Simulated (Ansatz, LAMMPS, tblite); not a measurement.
**Rock-salt CaO, equilibrium lattice constant a**

Reference value: 4.781 Å (measured, zero-point anharmonic expansion removed; as tabulated in Chen et al. (2018), doi:10.1103/physrevmaterials.2.073803).

| level (code) | value (Å) |
|---|---|
| ionic model cherry1995 (shell model, LAMMPS) | 4.603 |
| GFN2-xTB (tblite) | 4.180 |
| LDA (Ansatz) | 4.708 |
| PBE (Ansatz) | 4.831 |
| r²SCAN (Ansatz) | … |
| HSE06 (Ansatz) | … |
| Hartree–Fock (Ansatz) | 4.858 |

Q: Complete the blanks.

A: 
- r²SCAN (Ansatz, a program for electronic structure), value (Å): 4.795
- HSE06 (Ansatz), value (Å): 4.798

Errors against the reference: ionic model cherry1995 -3.72 %, GFN2-xTB -12.6 %, LDA -1.53 %, PBE +1.05 %, r²SCAN +0.29 %, HSE06 +0.36 %, Hartree–Fock +1.61 %.

Once the reference is moved by up to 0.30 % (a margin picked here for doubts on the reference and the settings) and values within 0.10 % count as equal, the nearest can be r²SCAN (+0.29 %) or HSE06 (+0.36 %). Farthest off among them: GFN2-xTB (-12.6 %). Within 2 %: LDA, PBE, r²SCAN, HSE06, Hartree–Fock.

GFN2-xTB: the cell moved over 20 % in volume from its start. GFN2-xTB: the method was fitted mainly to molecules. GFN2-xTB: the run uses a supercell at the zone centre in place of a k mesh. Cutoffs and k meshes differ between the levels. Ansatz's density-functional and Hartree–Fock values are scalar-relativistic unless marked +SOC, with PAW data made under PBE.

Empirical potentials (ionic model cherry1995) are fitted to chosen data: where that held the value shown, agreement is built in, and what lay outside the fit can be far off.

Differences are worked out from the printed values.
